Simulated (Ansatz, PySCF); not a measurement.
System: C2H2Cl, net charge 0, doublet state. It need not be the lowest isomer of its formula. SMILES: [CH]=CCl
Structure (B3LYP-D3(BJ)/def2-TZVP (Ansatz, a quantum-chemistry and plane-wave program) minimum search):
```
C
C 1 1.2939
H 2 1.0745 1 142.67
H 1 1.0812 2 125.45 3 180.00
Cl 1 1.7731 4 111.99 2 -180.00
```
Charge 0, spin multiplicity 2.

Property: atomisation energy (electronic, to ground-state atoms), in eV. Correlated levels leave the core frozen unless marked. Open shells are spin-unrestricted. Spin-orbit coupling is left out. Non-relativistic. The coupled-cluster limit lacks core correlation, which all-electron functionals hold. CBS(X,Y): correlation extrapolated as X^-3; Hartree-Fock from the larger set. [CCSD(T)-MP2]/basis is that difference in the basis named.

The UHF reference is spin-contaminated (<S^2> 0.20 over the pure value in the largest basis). 

```tsv
level	program	atomisation energy (eV)
BLYP/def2-TZVPD	Ansatz	18.39
revPBE/def2-TZVPD	Ansatz	?
BP86-D4/def2-TZVPD	PySCF + dftd4	?
B3LYP-D3(BJ)/def2-TZVPD	Ansatz + dftd3	18.47
B3LYP/def2-TZVPD	Ansatz	18.32
PBE0/def2-SVP	Ansatz	18.77
PBE0/def2-TZVP	Ansatz	18.68
r2SCANh/def2-TZVPD	Ansatz	?
M06-2X/def2-TZVPD	PySCF	?
CAM-B3LYP-D4/def2-TZVPD	Ansatz + dftd4	18.41
B2PLYP-D3(BJ)/def2-TZVPD	Ansatz + dftd3	18.25
PBE-QIDH/def2-TZVPD	Ansatz	18.35
RPA@PBE/cc-pV(Q+d)Z	Ansatz	16.93
CCSD/6-31G	Ansatz	15.30
RI-MP2/CBS(cc-pV(T+d)Z,cc-pV(Q+d)Z)+[CCSD(T)-MP2]/cc-pV(T+d)Z	Ansatz	18.30
```

**Question.** Some entries are withheld; supply them.

**Answer.** 
- revPBE/def2-TZVPD, atomisation energy (eV): 18.48
- BP86-D4/def2-TZVPD, atomisation energy (eV): 19.29
- r2SCANh/def2-TZVPD, atomisation energy (eV): 18.53
- M06-2X/def2-TZVPD, atomisation energy (eV): 18.44
